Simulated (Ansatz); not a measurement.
Input file:

```yaml
crystal:
  periodic: [false, false, false]
  atoms:
    - {symbol: N, position_ang: [0.000000, 0.000000, 0.000000]}
    - {symbol: P, position_ang: [0.000000, 0.000000, 1.479400]}
basis:
  gaussian: {orbitals: 6-31G, point_charges: [{charge: -0.50, position_ang: [4.306, 0.746, 0.145]}]}
total_charge: 1
magnetization: {spin_polarized: false, initial_magnetization: 1}
hamiltonian: {pseudopotentials: {relativity: none}}
correlation: {method: fic_mrcisd_q_relaxed, electrons: outside_noble_gas, active_space: {window: {electrons: 3, orbitals: 5}}}
```

```sh
$ ansatz run in.yaml --threads 1 --pin off --events-out ev --progress --plain --max-ram 2393MiB
```

The program prints:

```
272 factors; integrals over basis functions are off by at most 1.1e-4 eV
mean field evaluation 1: about -10728.8557 eV, gradient 5.9e1 eV
mean field evaluation 2: about -10728.9632 eV, gradient 5.9e1 eV
mean field evaluation 4: about -10739.4794 eV, gradient 3.9e0 eV
mean field evaluation 8: about -10740.1195 eV, gradient 3.9e-1 eV
mean field evaluation 16: about -10740.1491 eV, gradient 4.9e-5 eV
mean field evaluation 32: about -10739.8755 eV, gradient 3.8e0 eV
mean field evaluation 64: about -10739.8776 eV, gradient 4.6e-1 eV
mean field evaluation 96: about -10739.9203 eV, gradient 3.3e-1 eV
mean field evaluation 128: about -10740.1475 eV, gradient 7.1e-2 eV
mean field -10740.14912384 eV, -394.6932003667 hartree, gradient 3.6e-6 eV, S^2 0.750000; 11 other end points of the search recorded, 0 dependent functions left out
reference -10740.14912384 eV, -394.6932003667 hartree; 11, 10 occupied and 11, 12 virtual orbitals, 272 factors
state -10741.63984686 eV, -394.7479834272 hartree
contracted CI cycle   1: correlation 0.00000000 eV, 0.0000000000 hartree, residual 1.29e1 eV
...
contracted CI cycle  16: correlation -3.08165568 eV, -0.1132487575 hartree, residual 4.81e-3 eV
contracted CI cycle  17: correlation -3.08165612 eV, -0.1132487735 hartree, residual 2.79e-3 eV
contracted CI cycle  18: correlation -3.08165633 eV, -0.1132487812 hartree, residual 1.50e-3 eV
contracted CI cycle  19: correlation -3.08165642 eV, -0.1132487847 hartree, residual 1.31e-3 eV
contracted CI cycle  20: correlation -3.08165647 eV, -0.1132487866 hartree, residual 1.12e-3 eV
contracted CI cycle  21: correlation -3.08165651 eV, -0.1132487880 hartree, residual 7.13e-4 eV
contracted CI cycle  22: correlation -3.08165653 eV, -0.1132487885 hartree, residual 3.46e-4 eV
contracted CI cycle  23: correlation -3.08165653 eV, -0.1132487886 hartree, residual 1.56e-4 eV
contracted CI cycle  24: correlation -3.08165653 eV, -0.1132487886 hartree, residual 7.56e-5 eV
contracted CI cycle  25: correlation -3.08165653 eV, -0.1132487886 hartree, residual 4.48e-5 eV
state -10741.63984686 eV, -394.7479834272 hartree; corrected -10745.70791129 eV, -394.8974820375 hartree
Total energy: -10745.70791129 eV, -394.8974820375 hartree
```

Natural occupations: 1.8853 0.9739 0.1117 0.0274 0.0017.

Ran on 1 thread of Arm Neoverse V1, shared host: 1.1 s wall, 0.07 GiB peak host memory.
